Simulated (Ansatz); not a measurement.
**Active spaces for H2S, singlet**

Calculated in Ansatz's Gaussian-basis code. Basis cc-pV(T+d)Z on S, cc-pVTZ on H, nonrelativistic, 5 orbitals frozen in the corrections. State-specific CASSCF; RHF is the lowest restricted (open-shell) Hartree–Fock solution met. Solutions may break the symmetry of the shape. The lowest solution met needn't be the lowest there is, nor hold the orbitals that a chemist would pick.

Geometry:

```xyz
3

S     0.0000    0.0000    0.1021
H     0.0000    0.9743   -0.8171
H     0.0000   -0.9743   -0.8171
```

Problem. What do CASSCF and its corrections give against RHF in CAS(8,6), and what are the occupations?

Solution. CASSCF -0.936 eV, SC-NEVPT2 -4.916 eV; occupations 2.00, 2.00, 1.98, 1.97, 0.03, 0.02.
